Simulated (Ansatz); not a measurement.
**Phonon frequency of some elemental metals**

Method: LDA (PAW; Ansatz, a quantum-chemistry and plane-wave program). References are measured values at room or unstated temperature, uncorrected, so that the deviations hold thermal and zero-point effects besides the level's error. The table is a random draw of 8 from 12 values with such references.

Values in cm⁻¹.

| solid | reference | LDA | deviation (%) |
|---|---|---|---|
| fcc Pd (X T) | 155† | ? | ? |
| fcc Pd (L L) | 234† | 244 | +4.3 |
| fcc Cu (X L) | 240 | 269 | +12.1 |
| fcc Au (X L) | 154 | 156 | +1.3 |
| fcc Cu (X T) | 169 | 186 | +10.1 |
| fcc Cu (L T) | 114 | 124 | +8.8 |
| fcc Au (X T) | 92 | 89 | -3.3 |
| fcc Au (L L) | 157 | 159 | +1.3 |

Estimate the withheld LDA value.

The deviations of the other rows run from -3.3 % to +12.1 %, with a median of +4.3 %; carried to the reference 155 it gives 162 cm⁻¹. The run gives 165 cm⁻¹ (+6.5 %); the row was picked among those where that median comes within half of the row's own deviation. Over these 8 values the mean deviation is +5.1 %, the mean absolute deviation 5.9 % (median 5.4 %), and the worst case fcc Cu (X L) at +12.1 %; the value is above the reference in 7 of 8 cases. Over all 12 the mean deviation is +5.1 % and the mean absolute deviation 6.0 % (median 5.3 %).

Spin–orbit coupling is left out, also for the solids with elements from indium on (fcc Au); its size isn't shown.

† marks references with one source in our tables, § those from which another value on file, of any temperature, differs by over 15 %.

Differences are worked out from the printed values.

Each level is taken at its own relaxed cell. Ansatz's density-functional and Hartree–Fock values are scalar-relativistic unless marked +SOC, with PAW data made under PBE.

Ansatz's runs of these crystals have no spin polarisation.

Not in this set, of the elemental metals with a reference value in our tables and a result at some level: 8 for a run that failed a test (LDA) (fcc Al, fcc Al, fcc Al, fcc Al, fcc Pb and 3 more); 4 for a reference of another kind, counted apart (fcc Pt, fcc Pt, fcc Pt, fcc Pt). These can be a level's worst cases. Values held back for tests aren't counted. Layered and molecular crystals are counted apart. The metals Ce to Yb are counted apart.

References as tabulated in Savrasov and Savrasov (1996), arXiv:cond-mat/9604124; Greeff and Graf (2004), arXiv:cond-mat/0311614; He et al. (2014), arXiv:1309.4805.
